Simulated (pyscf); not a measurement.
Optimised with ωB97X-D3(BJ)/def2-SVP in PySCF.

Task: PBE/def2-TZVP puts the barrier of HO–PH–O–PH₂ + H₂ → HO–PH–OH + PH₃ (four-centre exchange; singlet surface; O–P, H–H broken, H–O, H–P formed) at 48.7 kcal/mol and the reaction energy at -9.8 kcal/mol, from the separated reactants. What do r²SCAN/def2-TZVP, B3LYP-D3(BJ)/def2-TZVP, ωB97M-D3(BJ)/def2-TZVP give on the same structures?

Result: r²SCAN: ΔE‡ = 53.5 kcal/mol, ΔE = -8.7 kcal/mol; B3LYP-D3(BJ): ΔE‡ = 56.2 kcal/mol, ΔE = -7.4 kcal/mol; ωB97M-D3(BJ): ΔE‡ = 57.7 kcal/mol, ΔE = -8.7 kcal/mol. PBE's barrier lies under all of them, by 4.8 to 9.0 kcal/mol. Its reaction energy lies under all of them, by 1.1 to 2.5 kcal/mol. Low barriers are usual for a GGA, whose delocalisation error favours stretched bonds. HO–PH–O–PH₂ lies 7.2 kcal/mol over its isomer HO–P(OH)–PH₂ (electronic energy, ωB97M-D3(BJ)/def2-TZVP). One saddle was located; it need not be the lowest between these sides.
